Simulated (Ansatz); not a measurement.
Saddle point of AlNH$_{6}$O, singlet (AlNH₄ ([NH2][AlH2]) + H₂O → AlH₃O ([OH][AlH2]) + NH₃ (still joined by a long Al–N bond); bonds formed: N2–H5; dative contacts that become bonds: Al1–O6; bonds broken: H5–O6; bonds weakened to dative contacts: Al1–N2), PBE0-D4/def2-TZVP structure:

Al1  (-0.250, -0.744, 0.556)
N2  (-0.500, 1.067, 0.027)
H3  (-1.496, -1.693, 0.310)
H4  (0.740, -0.904, 1.793)
H5  (0.436, 0.415, -0.879)
O6  (0.817, -0.627, -1.041)
H7  (-0.140, 1.814, 0.605)
H8  (-1.380, 1.371, -0.368)
H9  (1.774, -0.700, -1.002)
(Å)

Energies are electronic, without zero-point energy. Barriers and step energies count from the start structure reached by relaxing down the imaginary mode; all methods use the PBE0-D4 structures, on which another method's saddle can fall below an end. Computed with Ansatz 0.2.0 (basis: def2-TZVPP, with def2-QZVPP for the basis limit); correlated methods freeze the cores. B3LYP uses VWN-RPA correlation. Extrapolation: Hartree–Fock as exp(−7.88 √X), correlation as X^−2.97.

| method | barrier (kcal/mol) | step energy (kcal/mol) |
| --- | --- | --- |
| SPW92 | -2.10 | -16.65 |
| PBE-D4 | 0.38 | -18.28 |
| BLYP-D4 | 1.58 | -19.31 |
| r2SCAN-D4 | 1.00 | -20.00 |
| B97M-V | 3.66 | -20.85 |
| PBE0-D4 | 1.60 | -19.48 |
| B3LYP-D4 | 2.39 | -20.20 |
| r2SCAN0-D4 | 1.97 | -20.53 |
| BHLYP-D4 | 3.99 | -21.54 |
| CAM-B3LYP-D4 | ? | -20.43 |
| wB97X-V | ? | -20.42 |
| wB97M-V | 3.13 | -19.67 |
| B2PLYP | 2.68 | -20.51 |
| PBE-QIDH | 2.42 | -20.39 |
| RPA on PBE | 2.88 | -20.25 |
| HF | 7.94 | -23.79 |
| MP2 | ? | -20.38 |
| CCSD | 3.97 | -20.95 |
| CCSD(T) | 3.20 | -20.33 |

**Question.** Fill in the withheld barriers. (An estimate is asked for; the value comes from the calculation.)

**Answer.** Computed: CAM-B3LYP-D4 2.38; MP2 2.37; wB97X-V 2.73 kcal/mol. Each is the energy of the saddle less that of the start structure, by the same method.

For comparison, the barrier by CCSD(T) at an estimated basis limit (MP2 extrapolated from triple and quadruple zeta, plus CCSD(T) − MP2 in triple zeta) is 3.43 kcal/mol.

The T1 diagnostic stays at or below 0.011.

The step is the kind of ligand exchange by which a precursor binds to a hydroxyl group, or is hydrolysed, in atomic layer deposition of oxides.

Labels in which every atom is bracketed show which atoms are joined, not bond orders.

For scale, one of the runs: CCSD(T)/def2-TZVPP, 188 basis functions, launched by `ansatz run in.yaml --threads 2 --pin off --events-out ev --progress --plain --max-ram 4352MiB`. The run took 43 s on 2 CPU threads of an Arm Neoverse V2 (shared host), with 2 GiB of host memory at its peak.
